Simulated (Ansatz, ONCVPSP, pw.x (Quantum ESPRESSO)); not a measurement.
**rhenium (Re) (bcc): variants of one ONCV potential in the solid**

```json
{
  "Element": "rhenium",
  "Generator": "ONCVPSP 4.0.1",
  "Type": "optimised norm-conserving Vanderbilt (ONCV)",
  "Functional": "LDA (Perdew-Wang 92)",
  "Relativity": "scalar-relativistic",
  "Frozen core": "[Kr] 4d10 4f14",
  "Valence charge": "15",
  "Reference configuration": "5s2 5p6 5d5 6s1.5 6p0.5",
  "Partial waves": "5s+6s: rc 1.95 bohr, ncon 3, nbas 6, qcut 7.4 1/bohr, 2 projectors; 5p+6p: rc 1.65 bohr, ncon 4, nbas 9, qcut 7.4 1/bohr, 2 projectors; 5d: rc 1.90 bohr, ncon 3, nbas 8, qcut 6 1/bohr, 1 projector",
  "Local potential": "polynomial inside 1.60 bohr (lpopt 4, dvloc0 0 Ha)",
  "Core correction": "Teter function fitted to the true core (icmod 2), fcfact 0.55"
}
```

Crystal test: bcc Re in pw.x 7.5, no spin, 15³ k-points, Fermi–Dirac smearing 0.01 Ry, cutoffs set for each file from its atomic test. The reference is all-electron LAPW (Ansatz 0.2.0) with the same functional, mesh and smearing; V0 and B0 come from Birch–Murnaghan fits to the pressures at five volumes. Errors are pseudo minus all-electron; Δ is the rms difference of the E(V) curves that follow from these fits, minima aligned, over ±6 % about the mean V0. Mesh and smearing are coarse, so the numbers serve the comparison and aren't converged zero-temperature values; the lattice is a test structure that the element need not adopt.

All-electron: a0 = 3.071 Å (V0 = 14.49 Å³/atom), B0 = 391.0 GPa.

| change | cutoffs (Ry) | pw.x | a0 (Å) | a0 error (%) | B0 error (%) | Δ (meV/atom) | mean pressure error (GPa) |
| --- | --- | --- | --- | --- | --- | --- | --- |
| base | 55/220 | converged | 3.061 | -0.33 | +0.5 | 12.4 | -3.91 |
| reference 5s2 5p6 5d5 6s2; wave 5p+6p: rc 1.65 bohr, ncon 4, nbas 9, qcut 7.4 1/bohr, 2 projectors becomes 5p: rc 1.65 bohr, ncon 4, nbas 9, qcut 7.4 1/bohr, 2 projectors, debl 0.9 Ha | 55/220 | converged; energies reset by the program | 3.061 | -0.35 | +0.7 | 13.0 | -4.12 |
| s: qcut 9.2 | 55/220 | converged | 3.061 | -0.33 | +0.6 | 12.5 | -3.94 |
| local potential polynomial inside 1.60 bohr (lpopt 4, dvloc0 4.5 Ha) | 55/220 | converged | 3.067 | -0.13 | +0.4 | 4.9 | -1.56 |
| local potential polynomial inside 1.36 bohr (lpopt 4, dvloc0 0 Ha) | 55/220 | converged | 3.058 | -0.45 | +0.6 | 16.7 | -5.25 |

(1) Give the row for: core correction Teter function, fcfact 4, rcfact 1.4.

Results:

(1) pw.x: converged; mean pressure error (GPa): -3.89; a0 (Å): 3.061; a0 error (%): -0.33; B0 error (%): +0.5; Δ (meV/atom): 12.3.
